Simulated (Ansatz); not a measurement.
We consider LaCuSeO (P4/nmm, No. 129), described by r²SCAN (Ansatz, a first-principles code, PAW).

Numerical settings: plane-wave cutoff 560 eV, 8×8×4 k mesh (along the axes of the cell as run), Fermi–Dirac smearing 0.01 eV, no spin polarisation, scalar-relativistic PAW data made under PBE.

Cell (measured lattice):

CuLaOSe is modelled in the tetragonal space group P4/nmm, origin choice 1 (No. 129), Pearson symbol tP8. Cell: a = 4.067 Å, b = 4.067 Å, c = 8.797 Å, α = 90.00°, β = 90.00°, γ = 90.00°. Cu on 2b is coordinated by 4 Se at 2.523 Å (tetrahedral). La on 2c is surrounded by 4 O at 2.377 Å and 4 Se at 3.328 Å. Se on 2c sees 4 Cu at 2.523 Å and 4 La at 3.328 Å. O on 2a is coordinated by 4 La at 2.377 Å (tetrahedral). (Neighbours: up to the widest gap in distance over summed covalent radii, below 1.35, at either atom; cation-cation and far metal-metal contacts left out.)

Task: What does this level give for the band gap?

Result: 
- band gap: 1.89 eV

Note: cell and atoms aren't relaxed at this level (largest force component 0.23 eV/Å, pressure -0.4 GPa).

Spin–orbit coupling is not included.

Computed values are for the static lattice.
